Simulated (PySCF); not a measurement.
methanol cation (CH4O), SMILES CO (connectivity only; charge and spin as stated), charge +1, multiplicity 2. Geometry optimised at PBE-D3(BJ)/def2-TZVP. The multiplicity is an assumed one; other spin states were not compared.

These are PySCF 2.14.0 with PBE-D3(BJ)/def2-TZVP values and carry that method's errors.

Harmonic wavenumbers (cm⁻¹): 358, 935, 960, 1033, 1140, 1202, 1261, 1433, 2549, 2676, 3114, 3461. Rotational constants (GHz): 124.4, 26.65, 24.83; symmetry number 1.

Question: Work out the zero-point energy and the ideal-gas rigid-rotor harmonic-oscillator thermochemistry at 298.15 K and 1 atm.

Answer: ZPE = ½ Σ hcν = ½ × 20124 cm⁻¹ = 120.37 kJ/mol. H − E(el) = 131.68 kJ/mol. Entropy in J/(mol K): translation 151.99, rotation 79.11, vibration 6.64, spin 5.76, total 243.50. G − E(el) = 59.09 kJ/mol. Cp = 47.88 J/(mol K).
